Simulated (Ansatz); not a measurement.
A made-up structure of C2H3S (charge -1), closed shell:

C1  (-0.279, 0.288, -0.261)
C2  (0.344, -1.056, 0.020)
S3  (1.321, -1.094, 1.356)
H4  (-1.371, 0.169, -0.291)
H5  (2.318, -1.572, 2.149)
H6  (-0.018, 1.095, 0.453)
(Å)

It is relaxed with PBE-D4/def2-SVPD and then PBE0-D4/def2-TZVPD (Ansatz 0.2.0). Atoms count as bonded within 1.22 times the sum of their covalent radii (H–H: 0.88 Å). The end point is not checked to be a true minimum.

Task: Does its bonding change? (Judge from chemistry; the calculation decides.)

Result: By the calculation: No: no bond forms or breaks.

Where it ends: The first stage lowers the energy by 2.93 eV in 11 steps. It ends as C₂H₃S ([CH2][C][SH]), total charge -1:
```tsv
atom	x (Å)	y (Å)	z (Å)
C1	-0.3539	0.1348	0.0363
C2	0.3720	-0.9673	0.3092
S3	1.5620	-0.6634	1.6193
H4	-1.1174	0.0884	-0.7433
H5	2.1217	-1.8824	1.6791
H6	-0.2674	1.1200	0.5255
```

Labels in which every atom is bracketed show which atoms are joined, not bond orders.

For scale, one of the runs: PBE0-D4/def2-TZVPD relaxation, 147 basis functions, launched by `ansatz run in.yaml --threads 2 --pin off --events-out ev --progress --plain --max-ram 4352MiB`. The run took about 18 s on 2 CPU threads of an Arm Neoverse V2 (shared host).
